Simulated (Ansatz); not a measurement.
# AlBH (quartet): the correlation ladder at distance B1–Al2 = 5.129 Å, 6-31G

One table from this session's results is given with a row withheld; the runs are named, their logs left out.

Program: Ansatz 0.2.0, Gaussian basis. Level of theory: 6-31G, core rule «outside noble gas», up to 6 orbitals frozen. These are calculated values, not measurements.

To be run: UHF; CCSD(T) on ROHF; CCSD(T) on UHF; BCCD(T) on ROHF; CISD; CCSDT(Q) on ROHF; CCSDT(Q) on UHF; CISDTQ; CCSDTQ on ROHF; CCSDTQ on UHF; CASSCF and MRCISD+Q, 5 electrons in 5 orbitals; CASSCF and NEVPT2, 5 electrons in 5 orbitals; CASSCF and MRCISD+Q, 7 electrons in 9 orbitals; CASSCF and NEVPT2, 7 electrons in 9 orbitals; Full CI.

26 further runs of the same task are left out: 22 that didn't finish, 4 set aside as unsound or not needed.

## The geometry

The geometry derives from a PBE0/def2-TZVP stationary point (not a proven minimum). One bond is set to the value named and the two fragments are kept rigid.

3 atoms, charge 0, spin multiplicity 4.

Atoms are counted from 1 here; the program's logs count them from 0.

Bond lengths: B1–H3 1.185 Å.

Coordinates:

```xyz
3
charge 0, multiplicity 4
B     0.00000    0.00000    1.31463
Al    0.00000    0.00000   -3.81437
H     0.00000    0.00000    2.49973
```

The first run:

The input, in.yaml:

```yaml
crystal:
  periodic: [false, false, false]
  atoms:
    - {symbol: B, position_ang: [0.000000, 0.000000, 1.314633]}
    - {symbol: Al, position_ang: [0.000000, 0.000000, -3.814367]}
    - {symbol: H, position_ang: [0.000000, 0.000000, 2.499733]}
basis:
  gaussian: {orbitals: 6-31G}
magnetization: {spin_polarized: true, initial_magnetization: 3}
hamiltonian: {xc: hf}
output: {orbitals: {seedname: orbitals}}
```

Launch:

```sh
$ ansatz run in.yaml --threads 1 --pin off --events-out ev --progress --plain --max-ram 2393MiB
```

Steps of the session up to this table: UHF; CCSD(T) on ROHF; CCSD(T) on UHF; BCCD(T) on ROHF; CISD; CCSDT(Q) on ROHF; CCSDT(Q) on UHF; CISDTQ; CCSDTQ on ROHF; CCSDTQ on UHF; CASSCF and MRCISD+Q, 5 electrons in 5 orbitals; CASSCF and NEVPT2, 5 electrons in 5 orbitals; CASSCF and MRCISD+Q, 7 electrons in 9 orbitals; CASSCF and NEVPT2, 7 electrons in 9 orbitals; Full CI.

One of the session's tables, all rows but one given; the rest of the session is left out.

```
   method  from FCI (kcal/mol)
     ROHF               +39.52
      UHF               +39.36
     RMP2               +14.77
     UMP2               +14.75
     CISD                +1.93
    RCCSD                +0.52
    UCCSD                +0.52
 RCCSD(T)                +0.25
 UCCSD(T)                +0.25
  BCCD(T)                +0.25
   RCCSDT                    ?
   UCCSDT                +0.08
   CISDTQ                +0.11
RCCSDT(Q)                +0.07
UCCSDT(Q)                +0.07
  RCCSDTQ                +0.01
  UCCSDTQ                 0.00
      FCI                    0
```

Estimate the missing values for RCCSDT.

The run gave: from FCI (kcal/mol): +0.09. In the column «from FCI (kcal/mol)» it lies between UCCSDT (+0.08) and CISDTQ (+0.11).

Among the levels timed on like hardware and quicker than the yardstick, those that no quicker one beats, quickest first: CISD (1.1 s, +1.93 kcal/mol); BCCD(T) (1.9 s, +0.25 kcal/mol); UCCSD(T) (2.9 s, +0.25 kcal/mol); RCCSDT(Q) (4.2 s, +0.07 kcal/mol); UCCSDT(Q) (4.3 s, +0.07 kcal/mol).

Left out of the table: CASSCF pair, NEVPT2 pair, MRCISD pair, MRCISD+Q pair, CASSCF valence, NEVPT2 valence, MRCISD valence, MRCISD+Q valence (the active space lost an orbital or holds another state than full CI finds).

To keep in mind: The report flags that the cluster equations may have other roots. The yardstick is full CI for this spin, exact in this basis with these frozen cores. The program flags RCCSDTQ, UCCSDTQ as in doubt, so those rows may rest on another solution; read them beside their warnings. Levels on UHF freeze UHF's core orbitals, full CI those of ROHF, so the U rows can settle a little off it for that reason alone. Restricted and unrestricted rows rest on different reference determinants; where their highest levels disagree by more than a few hundredths of an eV, they describe different states and don't form one ladder. Warnings in the runs' records: other roots.
